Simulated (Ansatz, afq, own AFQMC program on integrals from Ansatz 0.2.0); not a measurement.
Integrals from Ansatz 0.2.0, then the random walk in our own AFQMC program (afq).

```yaml
crystal:
  periodic: [false, false, false]
  atoms:
    - {symbol: Ge, position_ang: [0.000000, 0.000000, 1.207958]}
    - {symbol: B, position_ang: [0.000000, 0.000000, -5.402042]}
    - {symbol: H, position_ang: [0.000000, 1.259295, 2.097042]}
    - {symbol: H, position_ang: [0.000000, -1.259295, 2.097043]}
basis:
  gaussian: {orbitals: cc-pVDZ}
magnetization: {spin_polarized: false, initial_magnetization: 3}
correlation: {method: ccsd_t, electrons: outside_noble_gas, hamiltonian_folder: ham}
```

```sh
$ ansatz run in.yaml --threads 1 --pin off --events-out ev --progress --plain --max-ram 1382MiB
```

afq runs on the folder ham with

```
--method phaseless --trial cisd --walkers 60 --populations 1 --least-time 40 --time-step 0.005 --steps-per-block 50 --equilibration-blocks 40 --max-blocks 300 --target-error 0.00072 --factor-cut 1e-05 --start spin_pure --seed 9362 --release-times 0.24,0.51,0.99,1.62,2.4 --release-step 0.03 --release-every 4 --taylor-order 6
```

Times are imaginary, in 1/Eh. The walk had a cap of 1002 s. Filled inner d shells are frozen with the cores.

afq prints:

```
orbitals 36  electrons 6 3  factors 243 of 546
reference energy -2100.95191421 Eh
CCSD correlation -0.15384746 Eh in 11 cycles, weight of the determinant in the CISD state 0.8780
energy of the start -2101.105760 Eh
 block  time / (1/Eh)  mean weight  energy / Eh
     1     0.250  1.0013  -2101.103766
     2     0.500  0.9983  -2101.103657
     3     0.750  0.9980  -2101.103667
     4     1.000  0.9992  -2101.104368
     5     1.250  0.9996  -2101.105910
     7     1.750  0.9998  -2101.109112
     9     2.250  1.0001  -2101.109238
    11     2.750  0.9998  -2101.113951
    21     5.250  1.0007  -2101.107958
    31     7.750  0.9998  -2101.108768
    41    10.250  1.0007  -2101.107405
    51    12.750  0.9987  -2101.110310
    61    15.250  0.9995  -2101.107930
    71    17.750  0.9980  -2101.107416
    81    20.250  0.9998  -2101.106448
    91    22.750  1.0015  -2101.110498
    96    24.000  0.9987  -2101.105940
   101    25.250  1.0011  -2101.109714
   111    27.750  0.9999  -2101.108407
   121    30.250  0.9992  -2101.107852
   131    32.750  0.9993  -2101.113931
   141    35.250  0.9983  -2101.110177
   151    37.750  1.0018  -2101.106673
   161    40.250  0.9989  -2101.107734
   171    42.750  1.0017  -2101.107218
   181    45.250  1.0001  -2101.109198
   191    47.750  1.0001  -2101.108687
   196    49.000  1.0005  -2101.108454
blocks merged  error / Eh  count
     1  0.000134  160
     2  0.000170  80
     4  0.000196  40
     8  0.000223  20
    16  0.000239  10
released: time / (1/Eh)  energy / Eh  error  mean overlap
  0.24  -2101.108712  0.000254  1.0001
  0.51  -2101.108904  0.000250  0.9962
  0.99  -2101.109070  0.000284  0.9886
  1.62  -2101.108987  0.000327  0.9862
  2.40  -2101.109068  0.000311  0.9609
energy -2101.108399 +/- 0.000223 Eh
(rows thinned)
```

The run passed its tests (sampling time, drift between the halves within three errors, error under three times the target), which doesn't prove that it has relaxed.

Against this walk (error 6.1 meV) on the same determinant: CCSD(T) 0.3 meV lower (within the noise), CCSDT(Q) 26.2 meV lower. The error is statistical and leaves out the bias of the constraint. Released to 2.40 1/Eh the energy moves by -18 ± 10 meV (both errors), within twice the noise. CCSDT(Q) is the surest value here, so the walk's 26 meV above it is most likely the bias of the constraint with this trial, which can have either sign.

Cautions: constraint bias not in the error; no relativity below Rb; no spin-orbit coupling; inner d shell frozen; lower spins were not checked.

The walk took 3.7 min on 1 thread of Arm Neoverse V1 (shared host). The log's last line is the phaseless energy.

CCSDT and higher add their correlation energy to the determinant of the CCSD(T) run, since their own runs factorise the integrals more tightly (a shift of under 2 meV). A walk keeps the symmetry of its determinant, which the program's search chose and which needn't be the lowest solution, so a lower state of the same spin and another symmetry isn't excluded.
